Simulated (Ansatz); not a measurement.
Compare A (`C/C=N/CF`) with its isomer B (`C/N=C(/C)F`).

Isolated molecules relaxed with PBE0-D4/def2-TZVP in Ansatz; ΔE leaves out vibrations. CCSD(T)/CBS is the MP2 limit (def2-TZVPP, def2-QZVPP) plus CCSD(T) − MP2 in def2-TZVPP, frozen cores. Double bonds are as drawn, so ΔE can hold a change between cis and trans. DFT in def2-TZVPP. B3LYP here is the variant with VWN-RPA as its local correlation; programs differ in this. Each species was taken in one conformer, which may not be the lowest.

(1) Which is lower in electronic energy at CCSD(T)/CBS, and by how much? (An estimate is asked.)

(2) Give E(B) − E(A) in kcal/mol with PBE0-D4, r2SCAN-D4, CCSD/def2-TZVPP, B3LYP, MP2/def2-TZVPP, B2PLYP, ωB97M-V. (An estimate is asked.)

(3) Does the order hold for the free energy at 298.15 K (harmonic terms from PBE0-D4)? (Best estimate.)

Largest T1 diagnostic: 0.012.

Results:

(1) The calculation gave: B, by 9.5 kcal/mol.

(2) Ansatz gave: PBE0-D4 -10.7, r2SCAN-D4 -11.8, CCSD/def2-TZVPP -9.2, B3LYP -10.0, MP2/def2-TZVPP -10.1, B2PLYP -10.0, ωB97M-V -10.4. None reverses the order clearly.

(3) The calculation gave: Yes: G(B) − G(A) = -9.8 kcal/mol, for one conformer each.

In def2-TZVPP, CCSD(T) changes the Hartree–Fock value by −1.4 kcal/mol (the triples alone add −0.3 kcal/mol) and MP2 by −2.0 kcal/mol. Leaving LDA and LC-ωPBE aside and taking each functional with its dispersion term where it has one, the values, not all of them listed here, spread over 2.2 kcal/mol, from r2SCAN-D4 to BHLYP-D4. LDA lies −1.5 kcal/mol from PBE without D4.
